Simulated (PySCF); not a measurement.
Gas-phase reaction: BF(OH)₂ + 2 BH ⇌ BOF + 4 H + B₂O

Energies from PySCF (xtb for GFN2), thermal terms from the rigid-rotor harmonic-oscillator model, ideal gas at 1 bar. † marks an energy on the PBE0/def2-TZVP geometry and frequencies; other levels use their own. MP2 and CCSD(T) freeze the core. 6-31G* has spherical d functions here. Open shells (unrestricted): H (multiplicity 2); the rest are closed-shell singlets. GFN2 has no spin-polarisation term. B3LYP is the form with VWN-RPA correlation. BF(OH)₂: computed as isolated molecules; such fragments, hydroxides, amides, oligomers or adducts are transient or little studied in the gas. MP2 isn't extrapolated to the basis-set limit. CCSD(T) isn't extrapolated to the basis-set limit. Strong static correlation: B₂O.

```tsv
level	ΔH°(298 K), kJ
B3LYP/6-31G*	582
CCSD(T)/def2-TZVPP†	[?]
GFN2-xTB	662
MP2/def2-SVP†	505
MP2/def2-TZVPP†	[?]
PBE0/def2-QZVP†	[?]
PBE0/def2-SVP†	[?]
ωB97M-V/def2-TZVP†	601
```

Problem. Fill in the missing entries.

Solution. 
- CCSD(T)/def2-TZVPP†, ΔH°(298 K), kJ: 635
- MP2/def2-TZVPP†, ΔH°(298 K), kJ: 564
- PBE0/def2-QZVP†, ΔH°(298 K), kJ: 587
- PBE0/def2-SVP†, ΔH°(298 K), kJ: 570
